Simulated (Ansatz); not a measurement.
A calculation with Ansatz (development build ahead of 0.2.0).

```yaml
crystal:
  periodic: [false, false, false]
  atoms:
    - { symbol: O, position_ang: [0.79512, 1.14491, 0.50763] }
    - { symbol: H, position_ang: [1.21206, 1.28915, 1.36338] }
    - { symbol: H, position_ang: [-0.04655, 0.00846, -0.1619] }
    - { symbol: O, position_ang: [-0.59116, -0.64702, -0.69616] }
    - { symbol: H, position_ang: [-0.14974, -1.47339, -0.90625] }
    - { symbol: H, position_ang: [-1.49263, -0.77309, -0.39159] }
basis:
  gaussian: { orbitals: def2-SVP }
total_charge: 1
magnetization:
  spin_polarized: true
  initial_magnetization: 1
hamiltonian:
  xc: hf
correlation:
  method: mp2
  frozen_orbitals: { H: 0, O: 1 }
output:
  forces: true
```

The input is written out in the form of the current development build from the run's settings.

The run gave:

* Converged: yes
* Reference energy: -151.60497 hartree
* Correlation energy: -0.35473 hartree
* Total energy: -151.95970 hartree
* Spin squared of the determinant: 0.756
* Stability test: minimum

Forces (eV/Å):
```tsv
atom	Fx	Fy	Fz
O1	-0.449	-0.165	-0.903
H2	0.343	0.063	0.770
H3	0.518	0.542	0.591
O4	-0.014	0.426	-0.635
H5	0.361	-0.717	-0.123
H6	-0.759	-0.149	0.299
```
